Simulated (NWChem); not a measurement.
# BNH4 (SMILES BN): M06-2X-D3(0)/pcseg-1

What is the vertical electron affinity of BNH4 at M06-2X-D3(0)/pcseg-1? 

Program for the calculation: NWChem 7.3.0.

2 further runs of the same task are left out: 2 set aside as unsound or not needed. Runs told in other sessions of the task aren't counted.

### Step 1. Starting point

The species is BNH4 (6 atoms), meant as a singlet with charge 0. SMILES: `BN`. The coordinates come from a PBE0-D4/def2-TZVP relaxation.

Bond lengths: B1–N2 1.385 Å, B1–H3 1.197 Å, B1–H4 1.197 Å, N2–H5 1.006 Å, N2–H6 1.006 Å. Angles: B1–N2–H5 123.2°, B1–N2–H6 123.2°, N2–B1–H3 119.0°, N2–B1–H4 119.0°, H5–N2–H6 113.5°, H3–B1–H4 122.0°.

### Step 2. Energy and gradient at M06-2X-D3(0)/pcseg-1

File run.nw:

```
START run
TITLE "BH4N M06-2X"
memory stack 880 mb heap 220 mb global 1100 mb
charge 0

GEOMETRY
   zmatrix
     B
     N 1 1.384924
     H 1 1.197064 2 119.00323
     H 1 1.197036 3 121.98914 2 179.99388
     H 2 1.005873 1 123.23009 4 0.00539
     H 2 1.005781 5 113.53278 1 -179.99309
   end
END

BASIS spherical
   * library pcseg-1
END

DFT
   xc m06-2x
   disp vdw 3
   grid medium
   convergence energy 1e-06
   direct
   mulliken
   print medium
END

TASK dft gradient
```

Command:

```
nwchem run.nw > run.out
```

The program printed:

```text
[...]
 Group name             C2v
[...]
          Wavefunction type:  closed shell.
          No. of atoms     :     6
          No. of electrons :    16
[...]
          Charge           :     0
          Spin multiplicity:     1
[...]
          AO basis - number of functions:    48
[...]
              XC Information
              --------------
                       M06-2X Method XC Functional
                     Hartree-Fock (Exact) Exchange  0.540
                        M06-2X Exchange Functional  1.000
                      M06-2X Correlation Potential  1.000
[...]
 d= 0,ls=0.0,diis     1    -81.9539428277 -1.14D+02  8.23D-03  1.85D-01     0.2
[...]
 d= 0,ls=0.0,diis     6    -81.9804266171 -6.27D-07  9.74D-06  2.39D-07     0.6
         Total DFT energy =      -81.980426617058
      One electron energy =     -173.392328677382
           Coulomb energy =       71.525234140933
    Exchange-Corr. energy =      -12.429417673524
 Nuclear repulsion energy =       32.316091242480
    Dispersion correction =       -0.000005649564
[...]
      Total Density - Mulliken Population Analysis
     ---------------------------------------------
    Atom       Charge   Shell Charges
 -----------   ------   -------------------------------------------------------
    1 B    5     4.90   2.00  0.64  0.30  1.56  0.37  0.04
    2 N    7     7.40   2.00  0.81  0.58  2.53  1.47  0.01
    3 H    1     1.04   0.79  0.25  0.01
    4 H    1     1.04   0.79  0.25  0.01
    5 H    1     0.80   0.72  0.05  0.04
    6 H    1     0.80   0.72  0.05  0.04
[...]
  wavefunction    = closed shell
[...]
                         DFT ENERGY GRADIENTS
    atom               coordinates                        gradient
                 x          y          z           x          y          z
   1 B       0.000000   0.000000   1.465238    0.000000   0.000000  -0.004737
   2 N       0.000000   0.000000  -1.151889    0.000000   0.000000  -0.000712
   3 H       0.000000   1.978370   2.562112    0.000000  -0.000046   0.000050
   4 H       0.000000  -1.978370   2.562112    0.000000   0.000046   0.000050
   5 H       0.000000  -1.589858  -2.193596    0.000000   0.004494   0.002675
   6 H       0.000000   1.589858  -2.193596    0.000000  -0.004494   0.002675
[...]
```

Run time: 1.5 s. Hardware: 1 thread of Intel Xeon 6975P-C (Granite Rapids), shared host; peak memory 0.11 GiB.

### Step 3. The doublet anion

File geom.nw:

```
start geom
title "BH4N"
memory total 2200 mb
charge -1

geometry noautosym nocenter noautoz
   B       -0.128200      -0.679600      -0.025600
   N        0.146100       0.677400       0.010800
   H        0.225800      -1.368000       0.887500
   H       -0.712000      -1.128700      -0.969200
   H       -0.121600       1.313700      -0.720800
   H        0.632000       1.121400       0.771300
end

basis spherical
   * library pcseg-1
end

dft
   xc m06-2x
   mult 2
   disp vdw 3
   grid medium
   convergence energy 1e-06
   direct
   maxiter 150
   mulliken
end

task dft gradient
```

Command:

```
nwchem geom.nw > geom.out
```

The program printed:

```text
[...]
          Wavefunction type:  spin polarized.
          No. of atoms     :     6
          No. of electrons :    17
[...]
          Charge           :    -1
          Spin multiplicity:     2
[...]
          AO basis - number of functions:    48
[...]
              XC Information
              --------------
                       M06-2X Method XC Functional
                     Hartree-Fock (Exact) Exchange  0.540
                        M06-2X Exchange Functional  1.000
                      M06-2X Correlation Potential  1.000
[...]
 d= 0,ls=0.0,diis     1    -81.7710556899 -1.14D+02  1.55D-02  2.11D-01     0.4
[...]
 d= 0,ls=0.0,diis     8    -81.8843961108 -9.64D-08  3.83D-06  7.04D-09     2.9
[...]
         Total DFT energy =      -81.884396110848
      One electron energy =     -177.446391710099
           Coulomb energy =       75.906935051986
    Exchange-Corr. energy =      -12.661029191858
 Nuclear repulsion energy =       32.316095388681
    Dispersion correction =       -0.000005649558
[...]
      Total Density - Mulliken Population Analysis
     ---------------------------------------------
    Atom       Charge   Shell Charges
 -----------   ------   -------------------------------------------------------
    1 B    5     5.45   2.00  0.57  0.19  1.63  1.02  0.04
    2 N    7     7.42   2.00  0.80  0.58  2.55  1.49  0.02
    3 H    1     1.18   0.77  0.41  0.01
    4 H    1     1.18   0.77  0.41  0.01
    5 H    1     0.88   0.75  0.10  0.04
    6 H    1     0.88   0.75  0.10  0.04
[...]
      <S2> =      0.7529 (Exact =     0.7500)
[...]
  wavefunction    = open shell
                         DFT ENERGY GRADIENTS
    atom               coordinates                        gradient
                 x          y          z           x          y          z
   1 B      -0.242263  -1.284258  -0.048377    0.014930   0.073886   0.001965
   2 N       0.276089   1.280100   0.020409   -0.016446  -0.081521  -0.002117
   3 H       0.426700  -2.585145   1.677132   -0.002606   0.006467  -0.007216
   4 H      -1.345485  -2.132934  -1.831522    0.004839   0.004570   0.007523
   5 H      -0.229791   2.482533  -1.362114   -0.000058  -0.001757   0.000512
   6 H       1.194307   2.119139   1.457546   -0.000660  -0.001645  -0.000667
[...]
```

Run time: 4.5 s. Hardware: 1 thread of Intel Xeon 6975P-C (Granite Rapids), shared host; peak memory 0.11 GiB.

### Step 4. Outcome

At M06-2X-D3(0)/pcseg-1:

| quantity | value |
| --- | --- |
| singlet BNH4: total energy | -81.98043 Eh |
| singlet BNH4: dipole moment | 2.01 D |
| singlet BNH4: HOMO energy | -10.01 eV |
| singlet BNH4: LUMO energy | 1.40 eV |
| singlet BNH4: HOMO–LUMO gap | 11.41 eV |
| singlet BNH4: dispersion energy | -0.01 kJ/mol |
| singlet BNH4: largest force on an atom | 0.269 eV/Å |
| doublet anion: total energy | -81.88440 Eh |
| doublet anion: HOMO energy (highest over α and β) | 4.03 eV |
| doublet anion: LUMO energy (lowest over α and β) | 7.38 eV |
| doublet anion: dispersion energy | -0.01 kJ/mol |
| doublet anion: ⟨S²⟩ | 0.753 |
| doublet anion: largest force on an atom | 4.278 eV/Å |
| vertical electron affinity (to the doublet anion) | -2.613 eV |

What this shows: The anion lies 2.61 eV (252 kJ/mol) above the neutral: the electron isn't bound at this level, and such a value depends on the basis. Without diffuse functions anions come out too high. The largest force (singlet BNH4) is 0.27 eV/Å: the shape isn't a stationary point for this species at this level. Mulliken charges (doublet anion) run from -0.45 on B1 to +0.12 on H5. The HOMO (doublet anion) lies at positive energy, 4.03 eV, from the functional's self-interaction, a short basis or an electron that isn't bound; only total energies against the neutral tell.
